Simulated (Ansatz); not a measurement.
# Al2H2+ (doublet): wave-function methods side by side, cc-pVDZ

Aim: climb from Hartree-Fock through coupled cluster and multireference methods for Al2H2+ (doublet) at one geometry and basis, and see what each rung misses.

Method: cc-pVDZ, core rule «outside noble gas», up to 10 orbitals frozen; program: Ansatz 0.2.0, Gaussian basis.

To be run: UHF; CCSD(T) on ROHF; CCSD(T) on UHF; BCCD(T) on ROHF; CISD; CCSDT(Q) on ROHF; CCSDT(Q) on UHF; CASSCF and MRCISD+Q, 7 electrons in 10 orbitals; CASSCF and NEVPT4(SD), 7 electrons in 10 orbitals; CASSCF and NEVPT2, 7 electrons in 10 orbitals.

22 further runs of the same task are left out: 7 that didn't finish, 15 set aside as unsound or not needed.

## 1. What is computed

The geometry is a PBE0/def2-TZVP stationary point (not a proven minimum) of the parent state, kept for this charge and spin.

4 atoms, charge 1, spin multiplicity 2.

Atoms are counted from 1 here; the program's logs count them from 0.

Bond lengths: Al1–Al2 2.300 Å, Al1–H3 1.575 Å, Al2–H4 1.575 Å. Angles: Al2–Al1–H3 180.0°, Al1–Al2–H4 180.0°.

## 2. UHF

Contents of in.yaml:

```yaml
crystal:
  periodic: [false, false, false]
  atoms:
    - {symbol: Al, position_ang: [0.000000, 0.000000, 1.150006]}
    - {symbol: Al, position_ang: [0.000000, 0.000000, -1.150006]}
    - {symbol: H, position_ang: [0.000000, 0.000000, 2.724549]}
    - {symbol: H, position_ang: [0.000000, 0.000000, -2.724549]}
basis:
  gaussian: {orbitals: cc-pVDZ}
total_charge: 1
magnetization: {spin_polarized: true, initial_magnetization: 1}
hamiltonian: {xc: hf}
output: {orbitals: {seedname: orbitals}}
```

Started as:

```console
$ ansatz run in.yaml --threads 1 --pin off --events-out ev --progress --plain --max-ram 2393MiB
```

After this run come: CCSD(T) on ROHF; CCSD(T) on UHF; BCCD(T) on ROHF; CISD; CCSDT(Q) on ROHF; CCSDT(Q) on UHF; CASSCF and MRCISD+Q, 7 electrons in 10 orbitals; CASSCF and NEVPT4(SD), 7 electrons in 10 orbitals; CASSCF and NEVPT2, 7 electrons in 10 orbitals.

Before running them: what should the planned runs give, taken together? Wanted: UCCSDT(Q) below the RHF energy; RMP2 from UCCSDT(Q); UMP2 from UCCSDT(Q); RCCSD from UCCSDT(Q); RCCSD(T) from UCCSDT(Q); UCCSD(T) from UCCSDT(Q); RCCSDT(Q) from UCCSDT(Q); NEVPT2 valence from UCCSDT(Q); NEVPT4(SD) valence from UCCSDT(Q).

The runs gave:

```
                         quantity                                                                     value
   UCCSDT(Q) below the RHF energy                                                                -3.3280 eV
              RMP2 from UCCSDT(Q)                                                              +88.4 kJ/mol
              UMP2 from UCCSDT(Q)                                                              +88.7 kJ/mol
             RCCSD from UCCSDT(Q)                                                              +10.1 kJ/mol
          RCCSD(T) from UCCSDT(Q)                                                               +2.9 kJ/mol
          UCCSD(T) from UCCSDT(Q)                                                               +2.9 kJ/mol
         RCCSDT(Q) from UCCSDT(Q)                                                                0.0 kJ/mol
    NEVPT2 valence from UCCSDT(Q)                                                              +48.6 kJ/mol
NEVPT4(SD) valence from UCCSDT(Q)                                                               +7.3 kJ/mol
  MRCISD+Q valence from UCCSDT(Q)                                                                0.0 kJ/mol
levels within 1 kcal/mol (43 meV)  RCCSD(T), UCCSD(T), BCCD(T), RCCSDT, UCCSDT, RCCSDT(Q), MRCISD+Q valence
                    T1 diagnostic                                                                     0.020
   effectively unpaired electrons                                                                      1.04
```

In words: RCCSD(T) lands +2.9 kJ/mol from the yardstick (0.9 % of the correlation energy). One determinant dominates. Of the multireference levels listed MRCISD+Q valence comes nearest in total energy (0.0 kJ/mol), which doesn't show that its space is the better one. These misses are within one basis, not against nature; the frozen cores of restricted and unrestricted runs differ, which can shift their rows.
